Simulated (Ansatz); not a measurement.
## The standard entropy of CO2 (carbon dioxide) from a frequency calculation

A linear singlet with charge 0, relaxed at B3LYP-D4/def2-TZVP (Ansatz 0.2.0):

```xyz
3

O     0.3726   -1.0947    0.0885
C     0.0001    0.0000    0.0000
O    -0.3727    1.0946   -0.0885
```

Harmonic wavenumbers in cm⁻¹: 677, 677, 1372, 2410.

Masses in u: O 15.999, C 12.011. Take T = 298.15 K, p = 1 bar, R = 8.3145 J/(mol K), kT/hc = 207.22 cm⁻¹, rigid rotor and harmonic oscillator.

**Question.** Compute the standard molar entropy.

**Answer.** 
1. Translation (Sackur–Tetrode): S = R[3/2 ln M + 5/2 ln T − 1.1517] with M = 44.009 gives 156.1 J/(mol K).
2. Rotation: the moment of inertia is 43.036 u Å², so B = 16.8576/I = 0.3917 cm⁻¹; σ = 2; q = kT/(σhcB) = 264.5; S = R(ln q + 1) = 54.7.
3. Vibration: with u = ν̃/207.22, each mode gives R[u/(eᵘ − 1) − ln(1 − e⁻ᵘ)]; the sum is 2.9, most from 677 cm⁻¹ (1.4), 677 cm⁻¹ (1.4), 1372 cm⁻¹ (0.1).
4. Spin: R ln 1 = 0.0.
5. Sum: 156.1 + 54.7 + 2.9 + 0.0 = 213.7 J/(mol K).

The tabulated value is 213.8 J/(mol K) (CRC Handbook of Chemistry and Physics): the model is off by -0.1.
